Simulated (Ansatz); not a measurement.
C2H6FNS can be A, `CSC(N)F`, or B, `NCSCF`.

Calculated with Ansatz (gas phase, PBE0-D4/def2-TZVP geometries, no zero-point term in ΔE). CCSD(T)/CBS is the MP2 limit (def2-TZVPP, def2-QZVPP) plus CCSD(T) − MP2 in def2-TZVPP, frozen cores. DFT in def2-TZVPP. B3LYP here is the variant with VWN-RPA as its local correlation; programs differ in this. One conformer a species, not always the lowest.

**Question.** Which is lower in electronic energy at CCSD(T)/CBS, and by how much? (Estimate.)

**Answer.** Computed: A, by 11.0 kcal/mol.

**Question.** Give E(B) − E(A) in kcal/mol with MP2/def2-TZVPP, ωB97M-V, r2SCAN-D4, B3LYP, PBE-D4, CCSD(T)/def2-TZVPP, PBE0-D4. (Best estimate.)

**Answer.** The calculation gave: MP2/def2-TZVPP 11.5, ωB97M-V 11.7, r2SCAN-D4 12.2, B3LYP 10.8, PBE-D4 11.3, CCSD(T)/def2-TZVPP 11.1, PBE0-D4 11.3. None reverses the order clearly.

Largest T1 diagnostic: 0.011.
